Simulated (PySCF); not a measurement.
## From computed data to an observable: oscillator strength and radiative lifetime

CH5N, SMILES CN.

Coordinates come from a PBE0-D3(BJ)/def2-TZVP optimisation.

TDA-CAM-B3LYP/def2-TZVPD (PySCF) puts the first singlet state with f over 0.02 at 7.04 eV (vertical), with the transition dipole (-0.161, -0.462, 0.000) in atomic units.

Task: Find the oscillator strength, the wavelength and the radiative lifetime that this transition would have in vacuum if emission retraced absorption.

Result: 
|μ|² = 0.2394 au, so |μ| = 1.24 D. ΔE = 7.04/27.211 = 0.2587 hartree. f = (2/3) ΔE |μ|² = 0.041 (the program prints 0.041).
λ = 1239.84/7.04 = 176 nm; ν = 56781 cm⁻¹.
Einstein's coefficient A = 0.6670 ν² f s⁻¹ (ν in cm⁻¹) = 8.9e7 s⁻¹, so τ = 1/A = 11 ns. This state is S2; the lower singlet has f = 0.013. The figure is the radiative limit of this one transition; relaxation, internal conversion, crossing to triplets and a medium change what is measured.
